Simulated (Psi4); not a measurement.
Reaction (SMILES): C#N (CH-N) → [C-]#[NH+] (C-NH)
B3LYP-D3(BJ)/def2-TZVP geometries, fixed; electronic energies without zero-point terms.

Energies in hartree at PBE with Psi4; the isomerisation energy is their sum with the coefficients shown, times 627.509 kcal/mol a hartree. All functions are spherical. Density fitting with the program's default auxiliary sets. No added dispersion term, no relativity.

```csv
species,coefficient,part,cc-pVDZ,cc-pVTZ,cc-pVQZ
C#N (CH-N),-1,PBE,-93.31416,-93.34370,-93.35129
[C-]#[NH+] (C-NH),+1,PBE,-93.28846,-93.31949,-93.32730
```

Problem. Predict the isomerisation energy in cc-pV5Z (X = 5): let each PBE step shrink by the ratio of the last two. Compare with the run.

Solution. 
- C#N (CH-N): steps -0.02954 and -0.00759, ratio 0.257, so PBE -93.35324 (run: -93.35380).
- [C-]#[NH+] (C-NH): steps -0.03103 and -0.00781, ratio 0.252, so PBE -93.32927 (run: -93.33010).
Predicted 15.04 kcal/mol; the run in cc-pV5Z gives 14.87, a miss of 0.17. Keeping the value in cc-pVQZ, 15.05, would miss by 0.18. All sums are of the energies as printed.
